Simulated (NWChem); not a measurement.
**Correlation energy of C (+1)**

```xyz
1

C      0.0000     0.0000     0.0000
```
Charge +1, spin multiplicity 2.

The numbers come from NWChem runs, not from measurements.

Basis set: def2-TZVP. Each correlation energy counts from its own Hartree-Fock reference.

The correlated methods keep 1 core orbital frozen. No SCF solution was tested for a lower state. Open-shell Hartree-Fock references start from PBE0 orbitals. Coupled-cluster values serve here as a point of comparison, not as the truth.

Question: Order these methods by the correlation energy they give, lowest first: CCSD(T) on UHF, SCS-UMP2, CCSD on UHF, CCSD(T) on ROHF, CCSD on ROHF, UMP2.

Answer: CCSD(T) on ROHF (-79.5 mHa), CCSD on ROHF (-78.2 mHa), CCSD(T) on UHF (-75.0 mHa), CCSD on UHF (-73.9 mHa), SCS-UMP2 (-57.0 mHa), UMP2 (-49.9 mHa)
